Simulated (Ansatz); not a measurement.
## C3H4, SMILES C1=CC1: a rigid scan of one bond length, step by step

With the Ansatz DFT code, driven from Python.

Notebook, run cell by cell (the value of a cell's last expression is shown):

**Cell 1**
```python
import ansatz as az
from ase import Atoms
import numpy as np
```

**Cell 2**
```python
config = {
    'basis_set': '6-31G*',
    'xc': 'b3lyp',
    'dispersion': 'd4',
}
```

**Cell 3**
```python
atoms = Atoms(['C', 'C', 'C', 'H', 'H', 'H', 'H'], positions=[
    (-0.7013, -0.3053, -0.3235),
    (0.2318, 0.5436, -0.605),
    (0.2884, -0.2013, 0.5972),
    (-1.6127, -0.6677, -0.611),
    (0.6817, 1.2523, -1.2709),
    (0.1385, 0.3431, 1.5318),
    (1.0349, -1.0327, 0.6357),
])
c3h4 = az.Crystal.molecule_from_ase(atoms)
```

**Cell 4**
```python
symbols = [site.symbol for site in c3h4.cartesian_sites]
start = np.array([site.position_ang for site in c3h4.cartesian_sites])
axis = (start[5] - start[2]) / np.linalg.norm(start[5] - start[2])
moving = [5]
lengths, energies = [0.93, 1.0, 1.09, 1.2, 1.36, 1.64, 1.97, 2.4], []
for length in lengths:
    xyz = start.copy()
    xyz[moving] += (length - np.linalg.norm(start[5] - start[2])) * axis
    point = az.Crystal.molecule()
    for symbol, xyz in zip(symbols, xyz):
        point = point.atom(symbol, xyz.tolist())
    calculation = (
        point.calculation()
        .basis(gaussian=config['basis_set'])
        .functional(config['xc'], dispersion=config['dispersion'])
        .spin('collinear')
    )
    data = calculation.run().report
    energies.append(data['free_energy_ev'])
    print(f'r = {length:6.3f} A  E = {energies[-1]:.5f} eV  <S^2> = {abs(data["mean_field"]["state"]["spin_squared"]):.3f}')
```
Output:
```text
r =  0.930 A  E = -3172.16155 eV  <S^2> = 0.000
r =  1.000 A  E = -3172.62377 eV  <S^2> = 0.000
r =  1.090 A  E = -3172.82404 eV  <S^2> = 0.000
r =  1.200 A  E = -3172.71136 eV  <S^2> = 0.000
r =  1.360 A  E = -3172.21770 eV  <S^2> = 0.000
r =  1.640 A  E = -3171.14102 eV  <S^2> = 0.000
r =  1.970 A  E = -3169.98823 eV  <S^2> = 0.000
r =  2.400 A  E = -3169.03095 eV  <S^2> = 0.501
```

**Cell 5**
```python
print('energy above the lowest point (eV):', [round(e - min(energies), 3) for e in energies])
```
Output:
```text
energy above the lowest point (eV): [0.662, 0.2, 0.0, 0.113, 0.606, 1.683, 2.836, 3.793]
```

Total energies depend on the basis set; only differences at equal settings carry meaning. The rest of the molecule is held rigid at a force-field or estimated start geometry, and the basis set is modest; single-reference methods fail as a bond breaks. The expectation value of S² is noticeably off S(S+1) in at least one run, so that state is spin-contaminated. b3lyp holds the VWN-RPA fit, as in Gaussian; the form of ORCA and Turbomole is b3lyp5. Wall time of the script: 16 s on 1 thread of Arm Neoverse V1 (shared host), peak memory 0.19 GiB.

(Lines on the test bed's own set-up are left out of the output.)
